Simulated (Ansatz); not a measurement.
# One shape, several levels: MgO (magnesium oxide)

Wanted: a comparison of 6 runs (B2PLYP/STO-3G, BHLYP/STO-3G, PBE0/STO-3G, r2SCAN/STO-3G, r2SCAN0/STO-3G, MP2/STO-3G) of MgO (magnesium oxide). 

Program for the calculation: Ansatz 0.2.0.

35 further runs of the same task are left out: 5 that didn't finish, 30 set aside as unsound or not needed.

### 1 The molecule

MgO: 2 atoms, total charge 0, spin state singlet. SMILES: `[O]=[Mg]`. The Mg2–O1 distance was set to 4.332 Å, away from the relaxed value.

### 2 The energy at B2PLYP/STO-3G (run 1)

Contents of molecule.yaml:

```yaml
crystal:
  periodic: [false, false, false]
  atoms:
    - {symbol: O, position_ang: [-0.000000, -0.000000, -2.644210]}
    - {symbol: Mg, position_ang: [0.000000, 0.000000, 1.687290]}
basis:
  gaussian:
    orbitals: STO-3G
hamiltonian:
  xc: {name: B2PLYP}
accuracy: high
correlation:
  frozen_orbitals: {Mg: 1, O: 1}
```

Run with:

```sh
ansatz run molecule.yaml --threads 1 --pin off --max-ram 3480MiB --events-out events.jsonl --progress --plain --runs-dir runs
```

The program printed:

```text
Warning: RAYON_NUM_THREADS=1 ignored (pool sized by the plan → 1); use --threads N
Functional definition: B2PLYP
  name "B2PLYP"
  parameter a = 0.53
  parameter c = 0.27
  exchange = (1 - a)*b88_x + a*exact_x
  correlation = (1 - c)*lyp_c + c*(mp2_os + mp2_ss)
199 factors; integrals over basis functions are off by at most 1.6e-7 eV
mean field evaluation 1: about -7341.0336 eV, gradient 1.8e1 eV
mean field evaluation 2: about -7341.0343 eV, gradient 1.8e1 eV
mean field evaluation 4: about -7339.4426 eV, gradient 3.9e1 eV
mean field evaluation 8: about -7378.9813 eV, gradient 8.3e-1 eV
mean field evaluation 16: about -7378.9840 eV, gradient 6.4e-3 eV
mean field evaluation 32: about -7378.9834 eV, gradient 6.1e-3 eV
mean field evaluation 64: about -7283.2456 eV, gradient 1.8e1 eV
mean field -7378.98468220 eV, -271.1726854153 hartree, gradient 2.3e-8 eV, S^2 0.000000; 2 other end points of the search recorded, 0 dependent functions left out; unrestricted orbitals would lower it
2 core orbitals not correlated: weight in the atoms' cores, before any rotation towards them, 1.000 or more for the frozen orbitals, at most 0.000 for the correlated occupied ones
reference -7378.98469835 eV, -271.1726860087 hartree; 8, 8 occupied and 4, 4 virtual orbitals, 199 factors
second order -1.97637384 eV of doubles, -0.00000000 eV of singles
Total energy: -7379.51831928 eV, -271.1922962165 hartree
```

Run time: 1.6 s. Hardware: 1 thread of Intel Xeon Platinum 8488C (Sapphire Rapids), shared host.

### 3 A single-point energy at BHLYP/STO-3G (run 2)

Contents of molecule.yaml:

```yaml
crystal:
  periodic: [false, false, false]
  atoms:
    - {symbol: O, position_ang: [-0.000000, -0.000000, -2.644210]}
    - {symbol: Mg, position_ang: [0.000000, 0.000000, 1.687290]}
basis:
  gaussian: {orbitals: STO-3G}
hamiltonian: {xc: {name: BHLYP}}
accuracy: high
```

Run with:

```sh
ansatz run molecule.yaml --threads 1 --pin off --max-ram 3480MiB --events-out events.jsonl --progress --plain --runs-dir runs
```

The program printed:

```text
Warning: RAYON_NUM_THREADS=1 ignored (pool sized by the plan → 1); use --threads N
Functional definition: BHLYP
  name "BHLYP"
  parameter a = 0.5
  exchange = (1 - a)*b88_x + a*exact_x
  correlation = lyp_c
199 factors; integrals over basis functions are off by at most 1.6e-7 eV
mean field evaluation 1: about -7346.5549 eV, gradient 1.8e1 eV
mean field evaluation 2: about -6823.3178 eV, gradient 2.2e1 eV
mean field evaluation 4: about -6823.3650 eV, gradient 2.2e1 eV
mean field evaluation 8: about -7384.4193 eV, gradient 1.1e-3 eV
mean field evaluation 16: about -7384.4198 eV, gradient 1.9e-3 eV
mean field evaluation 32: about -7384.4079 eV, gradient 3.7e-1 eV
mean field -7384.41995195 eV, -271.3724278945 hartree, gradient 1.3e-8 eV, S^2 0.000000; 1 other end points of the search recorded, 0 dependent functions left out
reference -7384.41996917 eV, -271.3724285272 hartree; 10, 10 occupied and 4, 4 virtual orbitals, 199 factors
Total energy: -7384.41996917 eV, -271.3724285272 hartree
```

Wall time 1 s (1 thread of Intel Xeon Platinum 8488C (Sapphire Rapids), shared host).

Run 3 isn't shown in full; the table further down has it.

### 4 The energy at r2SCAN/STO-3G (run 4)

Contents of molecule.yaml:

```yaml
crystal:
  periodic: [false, false, false]
  atoms:
    - symbol: O
      position_ang: [-0.000000, -0.000000, -2.644210]
    - symbol: Mg
      position_ang: [0.000000, 0.000000, 1.687290]
basis:
  gaussian:
    orbitals: STO-3G
hamiltonian:
  xc: {name: r2SCAN}
accuracy: high
```

Run with:

```sh
ansatz run molecule.yaml --threads 1 --pin off --max-ram 3480MiB --events-out events.jsonl --progress --plain --runs-dir runs
```

The program printed:

```text
Warning: RAYON_NUM_THREADS=1 ignored (pool sized by the plan → 1); use --threads N
Functional definition: r2SCAN
  name "r2SCAN"
  parameter k0 = 0.174
  parameter k1 = 0.065
  parameter a1 = 4.9479
  exchange = r2scan_x(k0 = k0, k1 = k1, a1 = a1)
  correlation = r2scan_c
199 factors; integrals over basis functions are off by at most 1.6e-7 eV
mean field evaluation 1: about -7345.0955 eV, gradient 2.5e1 eV
mean field evaluation 2: about -6824.0535 eV, gradient 2.5e1 eV
mean field evaluation 4: about -6824.0573 eV, gradient 2.4e1 eV
mean field evaluation 8: about -7382.9610 eV, gradient 3.0e-1 eV
mean field evaluation 16: about -7382.9563 eV, gradient 7.1e-7 eV
mean field evaluation 32: about -7382.9566 eV, gradient 2.1e-5 eV
mean field evaluation 64: about -7382.9583 eV, gradient 5.6e-2 eV
mean field evaluation 96: about -7382.6789 eV, gradient 2.8e0 eV
mean field -7382.95659926 eV, -271.3186506750 hartree, gradient 4.6e-9 eV, S^2 0.000000; 8 other end points of the search recorded, 0 dependent functions left out
reference -7382.95659956 eV, -271.3186506860 hartree; 10, 10 occupied and 4, 4 virtual orbitals, 199 factors
Total energy: -7382.95659956 eV, -271.3186506860 hartree
```

Run time: 7.8 s. Hardware: 1 thread of Intel Xeon Platinum 8488C (Sapphire Rapids), shared host; peak memory 0.13 GiB.

Run 5 isn't shown in full; the table further down has it.

### 5 A single-point energy at MP2/STO-3G (run 6)

Contents of run.yaml:

```yaml
crystal:
  periodic: [false, false, false]
  atoms:
    - {symbol: O, position_ang: [-0.000000, -0.000000, -2.644210]}
    - {symbol: Mg, position_ang: [0.000000, 0.000000, 1.687290]}
basis:
  gaussian:
    orbitals: STO-3G
accuracy: high
correlation:
  method: mp2
  frozen_orbitals: {Mg: 1, O: 1}
```

Run with:

```sh
ansatz run run.yaml --threads 1 --pin off --max-ram 3480MiB --events-out events.jsonl --progress --plain --runs-dir runs
```

The program printed (excerpt; [...] marks lines left out):

```text
Warning: RAYON_NUM_THREADS=1 ignored (pool sized by the plan → 1); use --threads N
Functional definition: HF
  name "HF"
[...]
199 factors; integrals over basis functions are off by at most 1.6e-7 eV
[...]
mean field -7365.28384454 eV, -270.6691889183 hartree, gradient 6.0e-12 eV, S^2 0.000000; 10 other end points of the search recorded, 0 dependent functions left out; unrestricted orbitals would lower it
unrestricted determinant -7367.86558653 eV, -270.7640661865 hartree, S^2 1.0000
2 core orbitals not correlated: weight in the atoms' cores, before any rotation towards them, 1.000 or more for the frozen orbitals, at most 0.000 for the correlated occupied ones
reference -7365.28384454 eV, -270.6691889183 hartree; 8, 8 occupied and 4, 4 virtual orbitals, 199 factors
second order -1.42034312 eV of doubles, -0.00000000 eV of singles
WARN: the method's energy lies above the unrestricted determinant's, so it is not that of the lowest state
Total energy: -7366.70418766 eV, -270.7213855652 hartree
```

It took 0.18 s on 1 thread of Intel Xeon Platinum 8488C (Sapphire Rapids), shared host.

### 6 All runs side by side

| run | level | frozen core orbitals | energy (Eh) | wall time |
| --- | --- | --- | --- | --- |
| 1 | B2PLYP/STO-3G | 2 | -271.192296 | 1.6 s |
| 2 | BHLYP/STO-3G | – | -271.372429 | 1 s |
| 3 | PBE0/STO-3G | – | -271.207939 | 1 s |
| 4 | r2SCAN/STO-3G | – | -271.318651 | 7.8 s |
| 5 | r2SCAN0/STO-3G | – | -271.316221 | 2.2 s |
| 6 | MP2/STO-3G | 2 | -270.721386 | 0.18 s |

### 7 Outcome

| quantity | value |
| --- | --- |
| run 6: total energy | -270.72139 Eh |
| run 6: correlation energy (2 core orbitals frozen) | -52.2 mEh |

In words: Totals of different functionals can't be ranked against each other. In runs 1, 6 the log says that unrestricted orbitals would lower the reference, so the values rest on an unstable closed-shell determinant (other closed-shell runs at this shape may share the fault). In runs 1, 2, 3, 4, 5, 6 the basis is minimal, so the values are rough. All runs together took 14 s, the longest 7.8 s.
